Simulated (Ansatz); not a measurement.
# BCl2H: the cost of one run

Program: Ansatz 0.2.0. Level of theory: RKS B3LYP-D4/def2-SVP. These are calculated values, not measurements.

### Step 1. The system as given

Bond lengths: B1–Cl2 2.060 Å, B1–Cl4 1.860 Å. Angles: Cl2–B1–Cl4 155.3°.

As a file:

```xyz
4

B     0.0000    0.0000    0.0000
Cl    1.1911    0.0000    1.6808
H     1.3757    0.0000   -0.1988
Cl   -1.6108    0.0000   -0.9300
```

### Step 2. A restrained relaxation towards end A

Springs on the bonds that form and break draw the guess towards this end; the thresholds are loose.

Input file input.yaml:

```yaml
crystal:
  periodic: [false, false, false]
  atoms:
    - { symbol: B, position_ang: [0.0, 0.0, 0.0] }
    - { symbol: Cl, position_ang: [1.1911, 0.0, 1.6808] }
    - { symbol: H, position_ang: [1.3757, 0.0, -0.1988] }
    - { symbol: Cl, position_ang: [-1.6108, 0.0, -0.93] }
basis:
  gaussian: { orbitals: def2-SVP }
hamiltonian:
  xc: b3lyp
  dispersion: d4
relax:
  f_tol: 0.15
  max_steps: 25
  restrain:
    - { distance: [1, 2], at: 2.57, k: 30.0 }
    - { distance: [0, 1], at: 1.86, k: 30.0 }
    - { distance: [0, 2], at: 1.19, k: 30.0 }
```

Command:

```bash
> ansatz run input.yaml --threads 1 --pin off --max-ram 2048MiB --backend cpu --events-out ev --progress --plain --runs-dir out
```

**Question.** How long does this run take on 1 thread of AMD EPYC 7B13 (Zen 3), shared host, and how much memory does it need?

About 7.1 s, with a peak of 0.13 GiB.
